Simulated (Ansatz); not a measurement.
## doublet PS: levels of theory in one basis

```xyz
2

P     0.0000    0.0000   -1.0291
S     0.0000    0.0000    1.0291
```

Basis set: def2-SVP (spherical functions). Frozen core: 10 orbitals. Correlation on ROHF uses semicanonical orbitals with singles. Charge 0, multiplicity 2.

Computed with Ansatz (development build ahead of 0.2.0); each method stands on the lowest determinant of its kind that the runs found.

| method | E − E(ROHF) (eV) | <S²> of the determinant |
| --- | --- | --- |
| ROHF | 0.00 | – |
| UHF | -0.64 | 1.43 |
| ROHF-MP2 | -6.38 | – |
| UHF-MP2 | -5.71 | 1.43 |
| ROHF-CCSD(T) | -7.38 | – |
| UHF-CCSD(T) | -7.31 | 1.43 |

Question: What does UHF-CCSDT(Q) give on the same scale?

Answer: -7.46 eV.

Caution for ROHF, ROHF-MP2, ROHF-CCSD(T): an unrestricted determinant lies well below. Caution for UHF, UHF-MP2, UHF-CCSD(T), UHF-CCSDT(Q): the unrestricted determinant is spin contaminated. Caution for UHF-CCSD(T): another reference gives a lower total.
